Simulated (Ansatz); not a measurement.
Worked example: correlation energy of SiH₂⁺, doublet

Geometry: that of the SiH2, singlet, kept fixed.

```xyz
3

Si    0.0000   -0.0715    0.0000
H     0.0000    0.9958   -1.0900
H     0.0000    0.9958    1.0900
```

Basis cc-pVDZ; Ansatz 0.2.0. Only valence electrons are correlated (noble-gas cores frozen), which leaves 5 electrons in 23 orbitals. R marks a restricted (for open shells ROHF) determinant, U an unrestricted one.

Full CI is exact within this basis and frozen core; it isn't the basis-set limit. The frozen core follows each run's orbitals, which can shift R against U totals by a few meV.

Runs differ by some tens of microhartree through their thresholds and, for an open shell, their frozen cores, so steps under 0.1 kcal/mol mean nothing.

```json
{"level": "UHF", "total energy (hartree)": "-289.708446"}
{"level": "UMP2", "total energy (hartree)": "-289.771457"}
{"level": "UCCSD", "total energy (hartree)": "-289.793495"}
{"level": "UCCSD(T)", "total energy (hartree)": "-289.795096"}
{"level": "UCCSDT", "total energy (hartree)": "-289.795718"}
{"level": "UCCSDT(Q)", "total energy (hartree)": "-289.795739"}
{"level": "UCCSDTQ", "total energy (hartree)": "-289.795739"}
{"level": "full CI", "total energy (hartree)": "-289.795723"}
```

What is the correlation energy at full CI, and what share of it do UMP2 and UCCSD(T) recover?

E(corr) = -289.795723 − (-289.708446) = -0.087277 hartree = -2.375 eV. UMP2: -0.063011 / -0.087277 = 72.20 %. UCCSD(T): -0.086650 / -0.087277 = 99.28 %.

By how many kcal/mol does UCCSD(T) miss full CI (1 hartree = 627.509 kcal/mol), and which steps make up the rest?

-289.795096 − (-289.795723) = 0.000627 hartree = 0.39 kcal/mol. Steps: UCCSDT − UCCSD(T) = -0.39, UCCSDT(Q) − UCCSDT = -0.01, UCCSDTQ − UCCSDT(Q) = 0.00, full CI − UCCSDTQ = 0.01 kcal/mol. That is within 1 kcal/mol of the reference in this basis, which itself misses far more of the correlation at the basis-set limit.
